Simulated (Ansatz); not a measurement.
# AlSiH (singlet): wave-function methods side by side at distance Si1–Al2 = 1.904 Å, 6-31G

How much of the correlation energy of AlSiH (singlet) does each wave-function method recover here?

Program: Ansatz 0.2.0, Gaussian basis. Level of theory: 6-31G, core rule «outside noble gas», up to 10 orbitals frozen. These are calculated values, not measurements.

The runs, in order: UHF; CCSD(T) on RHF; CCSD(T) on UHF; BCCD(T) on RHF; CISD; CCSDT(Q) on RHF; CCSDT(Q) on UHF; CISDTQ; CCSDTQ on RHF; CASSCF and MRCISD+Q, 2 electrons in 2 orbitals; CASSCF and NEVPT2, 2 electrons in 2 orbitals; CASSCF and MRCISD+Q, 8 electrons in 9 orbitals; CASSCF and NEVPT2, 8 electrons in 9 orbitals; Full CI.

24 further runs of the same task are left out: 3 for a known fault of the program, 1 for a mislabelled method, 16 that didn't finish, 4 set aside as unsound or not needed.

## Step 1: The geometry

The geometry derives from a PBE0/def2-TZVP stationary point (not a proven minimum). One bond is set to the value named and the two fragments are kept rigid.

3 atoms, charge 0, spin multiplicity 1.

Atoms are counted from 1 here; the program's logs count them from 0.

Bond lengths: Si1–Al2 1.904 Å, Al2–H3 1.595 Å. Angles: Si1–Al2–H3 180.0°.

As a file:

| atom | x (Å) | y (Å) | z (Å) |
| --- | --- | --- | --- |
| Si1 | 0.0000 | 0.0000 | 1.8009 |
| Al2 | 0.0000 | 0.0000 | -0.1031 |
| H3 | 0.0000 | 0.0000 | -1.6979 |

## Step 2: UHF

Contents of in.yaml:

```yaml
crystal:
  periodic: [false, false, false]
  atoms:
    - {symbol: Si, position_ang: [0.000000, 0.000000, 1.800935]}
    - {symbol: Al, position_ang: [0.000000, 0.000000, -0.103065]}
    - {symbol: H, position_ang: [0.000000, 0.000000, -1.697871]}
basis:
  gaussian: {orbitals: 6-31G}
magnetization: {spin_polarized: true, initial_magnetization: 0}
hamiltonian: {xc: hf}
output: {orbitals: {seedname: orbitals}}
```

On the command line:

```bash
$ ansatz run in.yaml --threads 1 --pin off --events-out ev --progress --plain --max-ram 2393MiB
```

After this run come: CCSD(T) on RHF; CCSD(T) on UHF; BCCD(T) on RHF; CISD; CCSDT(Q) on RHF; CCSDT(Q) on UHF; CISDTQ; CCSDTQ on RHF; CASSCF and MRCISD+Q, 2 electrons in 2 orbitals; CASSCF and NEVPT2, 2 electrons in 2 orbitals; CASSCF and MRCISD+Q, 8 electrons in 9 orbitals; CASSCF and NEVPT2, 8 electrons in 9 orbitals; Full CI.

Before running them: what should the planned runs give, taken together? Wanted: FCI below the RHF energy; RMP2 from FCI; RCCSD from FCI; RCCSD(T) from FCI; RCCSDT(Q) from FCI; NEVPT2 valence from FCI; MRCISD+Q valence from FCI; T1 diagnostic; effectively unpaired electrons.

As calculated:

| quantity | value |
| --- | --- |
| FCI below the RHF energy | -2.6486 eV |
| RMP2 from FCI | +853.7 meV |
| RCCSD from FCI | +149.9 meV |
| RCCSD(T) from FCI | +81.7 meV |
| RCCSDT(Q) from FCI | +12.0 meV |
| NEVPT2 valence from FCI | +207.6 meV |
| MRCISD+Q valence from FCI | +1.9 meV |
| levels within 1 kcal/mol (43 meV) | RCCSDT, CISDTQ, RCCSDT(Q), RCCSDTQ, MRCISD valence, MRCISD+Q valence |
| T1 diagnostic | 0.016 |
| effectively unpaired electrons | 2.05 |

In words: RCCSD(T) misses by +81.7 meV, 3.1 % of the correlation energy. The occupations show strong static correlation (2.0 unpaired electrons where one determinant has 0). Coupled cluster on one determinant still stays close here. Of the multireference levels listed MRCISD+Q valence comes nearest in total energy (+1.9 meV), which doesn't show that its space is the better one. These misses are within one basis, not against nature.
